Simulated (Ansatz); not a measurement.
Mulliken charges of C5H4 (`C#CC#CC`) from ωB97M-V/def2-TZVPP in Ansatz (PBE0-D4/def2-TZVP geometry).

| atom | x (Å) | y (Å) | z (Å) | charge (e) |
| --- | --- | --- | --- | --- |
| C1 | -1.795 | 2.425 | -0.947 | 0.016 |
| C2 | -1.108 | 1.502 | -0.587 | -0.237 |
| C3 | -0.332 | 0.457 | -0.181 | -0.042 |
| C4 | 0.355 | -0.468 | 0.178 | -0.082 |
| C5 | 1.176 | -1.576 | 0.609 | -0.289 |
| H6 | -2.401 | 3.240 | -1.264 | 0.242 |
| H7 | 2.237 | -1.356 | 0.459 | 0.130 |
| H8 | 0.936 | -2.481 | 0.045 | 0.130 |
| H9 | 1.021 | -1.787 | 1.670 | 0.130 |

Question: By hand: the dipole of these point charges (1 e Å = 4.8032 D).

Answer: Σ q r = (-0.157, 0.210, -0.082) e Å, of length 0.275 e Å = 1.32 D.

Question: How does the dipole of the full density compare? (Estimate.)

Answer: Ansatz gave: (0.151, -0.204, 0.079) e Å, 1.28 D; the point charges give 1.03 times that, at 180° from its direction, so they point the opposite way.

Point charges leave out the atoms' own dipoles, such as those of lone pairs, and Mulliken's split depends on the basis, so the two needn't agree.
